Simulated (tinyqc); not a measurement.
CIS and TDHF on RHF in the sto-3g basis, frozen core, for LiH, spin multiplicity 1, step by step. One step of it, computed by the program tinyqc.

Task: CIS matrix, triplets. A(ia,jb) = (e_a - e_i) d_ij d_ab - (ij|ab).

orbital energies (hartree): MO1 -2.345987, MO2 -0.300765, MO3 0.079478, MO4 0.163311, MO5 0.163311, MO6 0.595711

Two-electron integrals over orbitals (pq|rs), unique and non-zero (hartree); the lowest 1 orbital is frozen and left out:
```
(22|22) 0.500880    (32|22) -0.045466   (32|32) 0.011403    (33|22) 0.229756
(33|32) 0.004907    (33|33) 0.339453    (42|42) 0.024542    (43|42) 0.019184
(43|43) 0.041390    (44|22) 0.279880    (44|32) 0.003849    (44|33) 0.282391
(44|44) 0.312946    (52|52) 0.024542    (53|52) 0.019184    (53|53) 0.041390
(54|54) 0.016869    (55|22) 0.279880    (55|32) 0.003849    (55|33) 0.282391
(55|44) 0.279207    (55|55) 0.312946    (62|22) 0.137832    (62|32) -0.032591
(62|33) -0.006088   (62|44) -0.005355   (62|55) -0.005355   (62|62) 0.122288
(63|22) -0.050665   (63|32) 0.007639    (63|33) 0.036143    (63|44) 0.000717
(63|55) 0.000717    (63|62) -0.030428   (63|63) 0.026305    (64|42) -0.019326
(64|43) -0.013906   (64|64) 0.019082    (65|52) -0.019326   (65|53) -0.013906
(65|65) 0.019082    (66|22) 0.459747    (66|32) -0.041033   (66|33) 0.242435
(66|44) 0.270087    (66|55) 0.270087    (66|62) 0.145761    (66|63) -0.043004
(66|66) 0.456963
```

Give: CIS matrix A, triplet.

Result:

CIS matrix A, triplet (hartree), lower triangle:
```
        2>3     2>4     2>5     2>6
2>3  0.1505
2>4  0.0000  0.1842
2>5  0.0000  0.0000  0.1842
2>6  0.0507  0.0000  0.0000  0.4367
```
